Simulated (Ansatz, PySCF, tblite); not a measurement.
How well does each level of theory give the band gap of zinc-blende BP?

Reference value: 2.2 eV (measured, zero-point renormalisation of 0.106 eV removed from the gap extrapolated to 0 K (as printed); the shift is computed, second of two values printed, our sources range from 2.20 to 2.50; as tabulated in X. Ren, F. Merz, H. Jiang et al., All-electron periodic G0W0 implementation …).

Task: What do IPEA1-xTB, LDA, PBE, PBE-D3(BJ), PBE-D4, r²SCAN, PBE0, Hartree–Fock, G0W0@PBE give, and how far is each from the reference?

Result: 
```json
[
 {"level (code)": "IPEA1-xTB (tblite)", "value (eV)": "1.12", "cell (Å³/atom)": "11.58", "error (eV)": "-1.08"},
 {"level (code)": "LDA (Ansatz)", "value (eV)": "1.18 (indirect)", "cell (Å³/atom)": "11.68", "error (eV)": "-1.02"},
 {"level (code)": "PBE (Ansatz)", "value (eV)": "1.24 (indirect)", "cell (Å³/atom)": "11.68", "error (eV)": "-0.96"},
 {"level (code)": "PBE-D3(BJ) (Ansatz)", "value (eV)": "1.21 (indirect)", "cell (Å³/atom)": "11.45", "error (eV)": "-0.99"},
 {"level (code)": "PBE-D4 (Ansatz)", "value (eV)": "1.21 (indirect)", "cell (Å³/atom)": "11.42", "error (eV)": "-0.99"},
 {"level (code)": "r²SCAN (Ansatz)", "value (eV)": "1.41 (indirect)", "cell (Å³/atom)": "11.68", "error (eV)": "-0.79"},
 {"level (code)": "PBE0 (Ansatz)", "value (eV)": "2.64 (indirect)", "cell (Å³/atom)": "11.68", "error (eV)": "+0.44"},
 {"level (code)": "Hartree–Fock (Ansatz)", "value (eV)": "7.83 (indirect)", "cell (Å³/atom)": "11.68", "error (eV)": "+5.63"},
 {"level (code)": "G0W0@PBE (PySCF)", "value (eV)": "2.03 ± 0.02", "cell (Å³/atom)": "11.68", "error (eV)": "-0.17"}
]
```

Leaving aside IPEA1-xTB (doubt noted below): Once the reference is moved by up to 0.30 eV (a margin picked here for doubts on the reference and the settings) and values within 0.03 eV count as equal, the nearest can be G0W0@PBE (-0.17 eV) or PBE0 (+0.44 eV). Among them Hartree–Fock (+5.63 eV) misses by most.

Semilocal Kohn–Sham gaps run low as a rule, and all computed gaps are for a static lattice, while measured ones hold electron–phonon shifts unless said otherwise.  A ± on a computed value is a rough bar: the spread of its extrapolation, a floor set from checks against published values, or a statistical error. IPEA1-xTB: the gap is read on the k mesh or supercell of the run alone and can be too large. IPEA1-xTB: this parameter set was refitted to ionisation energies, not structures. Values are at the measured cell; IPEA1-xTB at the level's own relaxed cell; PBE-D3(BJ) at the level's own relaxed cell; PBE-D4 at the level's own equilibrium cell. Cutoffs and k meshes differ between the levels. Ansatz's density-functional and Hartree–Fock values are scalar-relativistic unless marked +SOC, with PAW data made under PBE.

Differences are worked out from the printed values.

Ansatz is a program for electronic structure.
